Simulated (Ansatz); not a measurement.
Abridged output of a molecular run in Ansatz:

```
Functional definition: HF
639 factors; integrals over basis functions are off by at most 1.2e-3 eV
mean field evaluation 1: about -10158.2450 eV, gradient 4.6e1 eV
mean field evaluation 2: about -10158.2503 eV, gradient 4.6e1 eV
mean field evaluation 4: about -10162.5662 eV, gradient 2.4e0 eV
mean field evaluation 8: about -10162.5905 eV, gradient 1.5e-4 eV
mean field -10162.59049563 eV, -373.4683122632 hartree, gradient 1.5e-6 eV, S^2 0.000000; 0 other end points of the search recorded, 0 dependent functions left out
7 core orbitals not correlated: weight in the atoms' cores, before any rotation towards them, 1.000 or more for the frozen orbitals, at most 0.000 for the correlated occupied ones
reference -10162.59049563 eV, -373.4683122632 hartree; 9, 9 occupied and 50, 50 virtual orbitals, 639 factors
second order -11.61265829 eV of doubles, -0.00000000 eV of singles
cycle   1  -11.93213662 eV  change   -3.2e-1 eV  update   7.7e-2
cycle   2  -12.20822422 eV  change   -2.8e-1 eV  update   2.3e-2
cycle   3  -12.29047256 eV  change   -8.2e-2 eV  update   1.3e-2
cycle   4  -12.28641391 eV  change    4.1e-3 eV  update   3.3e-3
cycle   5  -12.28469794 eV  change    1.7e-3 eV  update   1.3e-3
cycle   6  -12.28484272 eV  change   -1.4e-4 eV  update   4.1e-4
cycle   7  -12.28464523 eV  change    2.0e-4 eV  update   1.2e-4
cycle   8  -12.28461213 eV  change    3.3e-5 eV  update   3.7e-5
cycle   9  -12.28461637 eV  change   -4.2e-6 eV  update   1.3e-5
perturbative correction -0.25385267 eV, -0.0093289135 hartree
Total energy: -10175.12896466 eV, -373.9290925013 hartree
```

Its atoms:

Z-matrix (Å, degrees):
```
N
Al 1 1.760
H 1 1.006 2 124.3
H 1 1.007 2 125.1 3 -180.0
O 2 1.698 1 116.8 3 -180.0
H 2 1.579 1 120.8 3 -0.0
H 5 0.955 2 123.2 1 180.0
```

Task: Which basis set was used?
A. cc-pV(T+d)Z
B. def2-SVP
C. def2-TZVPPD
D. cc-pV(Q+d)Z

Result: B. It gives 66 functions.

Task: Write the keys of the input that set method, charge and spin (a neutral closed shell needs none for the last two).

Result: 
```yaml
correlation: {method: ccsd_t}
```
